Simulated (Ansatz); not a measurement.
# BFH4S: the cost of one run

Program: Ansatz 0.2.0. Level of theory: UKS CAM-B3LYP-D4/STO-3G. These are calculated values, not measurements.

### 1 The starting structure

Bond lengths: B1–S2 2.204 Å, B1–H3 1.163 Å, B1–H4 1.161 Å, B1–F6 1.680 Å, S2–H7 1.334 Å. Angles: B1–S2–H7 94.1°, S2–B1–H3 109.5°, S2–B1–H4 109.3°, S2–B1–F6 87.7°, H3–B1–H4 126.5°, H3–B1–F6 107.8°, H4–B1–F6 109.1°.

Structure file:

```xyz
7

B    -0.2005   -0.4459    0.6721
S    -0.5657    1.2623   -0.6721
H    -1.2044   -0.9916    0.8864
H     0.6079   -0.1540    1.4527
H     0.1877   -0.2548   -1.2493
F     0.5387   -1.2195   -0.6233
H     0.6362    1.8036   -0.4665
```

### 2 Run 1

150 steps of 0.5 fs at constant energy, with velocities drawn for 100 K.

Contents of input.yaml:

```yaml
crystal:
  periodic: [false, false, false]
  atoms:
    - { symbol: B, position_ang: [-0.2005, -0.4459, 0.6721] }
    - { symbol: S, position_ang: [-0.5657, 1.2623, -0.6721] }
    - { symbol: H, position_ang: [-1.2044, -0.9916, 0.8864] }
    - { symbol: H, position_ang: [0.6079, -0.154, 1.4527] }
    - { symbol: H, position_ang: [0.1877, -0.2548, -1.2493] }
    - { symbol: F, position_ang: [0.5387, -1.2195, -0.6233] }
    - { symbol: H, position_ang: [0.6362, 1.8036, -0.4665] }
magnetization:
  spin_polarized: true
basis:
  gaussian: { orbitals: STO-3G }
hamiltonian:
  xc: cam_b3lyp
  dispersion: d4
md:
  timestep: 0.5
  n_steps: 150
  ensemble: nve
  temperature: 100.0
  initial_velocities: maxwell_boltzmann
  seed: 45080
```

On the command line:

```sh
$ ansatz run input.yaml --threads 1 --pin off --max-ram 2048MiB --backend cpu --events-out ev --progress --plain --runs-dir out
```

What time and memory should one allow on 1 thread of Arm Neoverse N1, shared host?

About 6 min, with a peak of 0.099 GiB.
